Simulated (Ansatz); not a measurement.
A nudged elastic band was laid between two geometries of C4H7N (12 atoms, charge 0, multiplicity 1).

Computed with RKS PBE/6-31G* (Ansatz).

```yaml
movable_images: 5
climbing_image: yes
spring: 5.0 eV/Å²
optimiser: quadratic models (default)
start_path: through a guess of the saddle point
force_threshold: 0.03 eV/Å
iteration_limit: 6
end_points: relaxed
```

First end point:

```xyz
12
Properties=species:S:1:pos:R:3
C 0.403 1.087 1.221
C 0.110 0.201 0.243
C -1.246 0.123 -0.414
C 1.165 -0.736 -0.201
N 1.103 -1.653 -1.105
H -0.332 1.807 1.595
H 1.398 1.116 1.679
H -1.174 0.291 -1.505
H -1.704 -0.873 -0.272
H -1.935 0.875 0.000
H 2.133 -0.625 0.320
H 0.155 -1.669 -1.527
```

Last end point:

```xyz
12
Properties=species:S:1:pos:R:3
C 0.503 0.997 0.939
C -0.054 0.087 0.112
C -1.508 0.133 -0.295
C 0.734 -1.058 -0.428
N 2.004 -1.164 -0.609
H -0.070 1.839 1.337
H 1.548 0.919 1.260
H -1.615 0.200 -1.393
H -2.032 -0.790 0.016
H -2.030 0.992 0.155
H 0.129 -1.934 -0.728
H 2.468 -0.277 -0.332
```

Task: Which bonds break or form, and what moves?

Result: No bond is made or broken. The dihedral C3–C2–C4–H11 goes from 180 to -22°.

Task: Give the energies along the band, and the barrier.

Result: The run ended unconverged. The highest image is number 3 of 0 to 6, 0.30 eV above the first end and 0.17 eV above the last; the last end lies 0.13 eV above the first. The band didn't meet its force threshold, so its energies are provisional: the largest band force was still 0.10 eV/Å, and over the last iterations the top stayed at 0.30 eV.

```tsv
image	path coordinate (Å)	energy (eV)	dihedral C3–C2–C4–H11 (°)
0	0.00	0.00	180
1	0.92	0.08	-155
2	1.84	0.23	-128
3	2.76	0.30	-99
4	3.62	0.26	-73
5	4.49	0.17	-48
6	5.35	0.13	-22
```

Run time: 2.9 min on 1 thread of Intel(R) Xeon(R) Processor @ 2.50GHz (Skylake/Cascade Lake) (shared host), peak memory 0.13 GiB.
